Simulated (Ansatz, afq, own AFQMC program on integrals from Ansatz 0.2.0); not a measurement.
## GaBr⁻, quartet in aug-cc-pVDZ, levels against CCSDT(Q)

```yaml
atoms:
  - { symbol: Ga, position_ang: [0.0000, 0.0000, 0.0000] }
  - { symbol: Br, position_ang: [0.0000, 0.0000, 6.3660] }
```

Basis aug-cc-pVDZ. Noble-gas cores (and the filled d shells of Ga–Kr and In–Xe) are frozen. Ansatz 0.2.0 and our own AFQMC program on the same integrals; the CISD trial comes from CCSD amplitudes, and released means the phaseless constraint is let go. Uncertainties: one standard error, sampling alone. No spin–orbit coupling.

Determinant: UHF, the one that the program's search chose, which needn't be the lowest solution. The geometry is a point of a scan.

No full CI on the walks' own integrals is used here; CCSDT(Q) serves as the reference and is uncertain by about the last step of the cluster series.

Cautions: no relativity below Rb; no spin-orbit coupling; inner d shell frozen; lower spins were not checked.

The T1 diagnostic is 0.0106 and the weight of the determinant in the CISD state is 0.876. The ⟨S²⟩ of the determinant is 3.770 and the size of the correlated space is 11 electrons in 44 orbitals.

```json
{"level": "MP2", "correlation energy (eV)": "-3.7506"}
{"level": "CCSD", "correlation energy (eV)": "-4.5883"}
{"level": "CCSD(T)", "correlation energy (eV)": "-4.6797"}
```

Estimate where AFQMC with the constraint released lies against CCSD(T) on the same integrals.

1.3 ± 1.1 kJ/mol below CCSD(T). The gap is under twice the noise, so this walk alone can't tell the two apart.

Reference: CCSDT(Q), correlation energy -4.710 eV. The released energy is read at 2.40 1/Eh (meV from the phaseless value at times in 1/Eh: -9 ± 7 at 0.24, -6 ± 8 at 0.51, -5 ± 7 at 0.99, -16 ± 10 at 1.62, -18 ± 12 at 2.40).

```
         level  E − E(reference) (kJ/mol)  share of correlation (%)
       CCSD(T)                        3.0                     99.35
         CCSDT                        0.5                     99.88
 ph-AFQMC/CISD                  3.4 ± 0.7                     99.26
released AFQMC                  1.7 ± 1.1                     99.64
```

A walk keeps the symmetry of its determinant, which the program's search chose and which needn't be the lowest solution, so a lower state of the same spin and another symmetry isn't excluded. Released energies are given only where the last usable release times agree within the noise; a slower fall can still hide under it.
